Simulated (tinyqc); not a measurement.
Harmonic frequencies on the RHF/sto-3g surface (energies and gradients from PySCF), for H2O, spin multiplicity 1, step by step. Computed by tinyqc, a small Python program that keeps every step (integrals from PySCF). Settings: charge = 0, multiplicity = 1, basis = sto-3g, delta = 0.005. Command: `OMP_NUM_THREADS=1 python tinyqc.py 24708 24709 out.jsonl` (the two numbers bound the seeds that draw the settings). One thread of a shared host (Intel(R) Xeon(R) Processor @ 2.60GHz), about 2 s of CPU time with the checks.

## One row of the Hessian: 2Hy

optimised positions (bohr), order 1O, 2H, 3H:
```
[[0.012217, 0.070006, -0.040930],
 [0.051289, 1.397557, 1.275106],
 [-0.086182, -1.454335, 1.037275]]
```

gradient at +delta (hartree/bohr), order 1O, 2H, 3H:
```
[[-0.00006568, -0.00177675, -0.00110110],
 [0.00006784, 0.00195324, 0.00142067],
 [-0.00000216, -0.00017649, -0.00031957]]
```

gradient at -delta (hartree/bohr), order 1O, 2H, 3H:
```
[[0.00006630, 0.00177595, 0.00109428],
 [-0.00006897, -0.00196432, -0.00142263],
 [0.00000267, 0.00018837, 0.00032835]]
```

Displace 2Hy by +/-0.005 bohr; H(k, :) = (g(+) - g(-)) / (2 delta).

row of the Hessian (hartree/bohr^2): [-0.01319874, -0.35526978, -0.21953778, 0.01368103, 0.39175592, 0.28432965, -0.00048229, -0.03648614, -0.06479186]

## Hessian by finite differences

All rows are made in the same way, and the matrix is symmetrised.

Hessian (symmetrised) (hartree/bohr^2), order 1Ox, 1Oy, 1Oz, 2Hx, 2Hy, 2Hz, 3Hx, 3Hy, 3Hz:
```
[[0.00225324, 0.03967867, -0.01241555, -0.00047305, -0.01319849, -0.00946557, -0.00177974, -0.02648018, 0.02188113],
 [0.03967867, 0.80078723, 0.01460485, -0.01070411, -0.35526962, -0.34018547, -0.02897456, -0.44551787, 0.32558068],
 [-0.01241555, 0.01460485, 0.63579069, -0.00344196, -0.21953787, -0.36366388, 0.01585756, 0.20493295, -0.27212792],
 [-0.00047305, -0.01070411, -0.00344196, 0.00054409, 0.01368076, 0.00702749, -0.00007126, -0.00297664, -0.00358554],
 [-0.01319849, -0.35526962, -0.21953787, 0.01368076, 0.39175592, 0.28432932, -0.00048226, -0.03648613, -0.06479159],
 [-0.00946557, -0.34018547, -0.36366388, 0.00702749, 0.28432932, 0.34670028, 0.00243807, 0.05585617, 0.01696418],
 [-0.00177974, -0.02897456, 0.01585756, -0.00007126, -0.00048226, 0.00243807, 0.00185078, 0.02945681, -0.01829562],
 [-0.02648018, -0.44551787, 0.20493295, -0.00297664, -0.03648613, 0.05585617, 0.02945681, 0.48200409, -0.26078904],
 [0.02188113, 0.32558068, -0.27212792, -0.00358554, -0.06479159, 0.01696418, -0.01829562, -0.26078904, 0.25516427]]
```

## Normal modes

masses (u): [15.994915, 1.007825, 1.007825]

Diagonalise H_ij / sqrt(m_i m_j); the 6 smallest eigenvalues belong to translations and rotations; wavenumber = sqrt(eigenvalue / 1822.888) x 219474.63; each mode has its largest component positive (the first on a tie); zero-point energy = sum of wavenumbers / 2, with 349.755 1/cm per kcal/mol.

eigenvalues of the mass-weighted Hessian (hartree/(bohr^2 u)): [-0.000006, 0.000000, 0.000000, 0.000000, 0.000000, 0.000009, 0.178206, 0.648622, 0.729668]

harmonic wavenumbers of the vibrations (1/cm): [2170.0, 4140.0, 4391.0]

mass-weighted modes, order 1Ox, 1Oy, 1Oz, 2Hx, 2Hy, 2Hz, 3Hx, 3Hy, 3Hz:
```
[[0.006529, -0.005056, -0.012594],
 [0.021658, -0.016737, -0.261248],
 [-0.263474, 0.204153, -0.021751],
 [-0.033787, -0.016745, 0.014256],
 [-0.474242, -0.523033, 0.484378],
 [0.488871, -0.453124, 0.480183],
 [0.007777, 0.036889, 0.035915],
 [0.387960, 0.589710, 0.556382],
 [0.560763, -0.360182, -0.393530]]
```

zero-point energy = 15.297936 kcal/mol
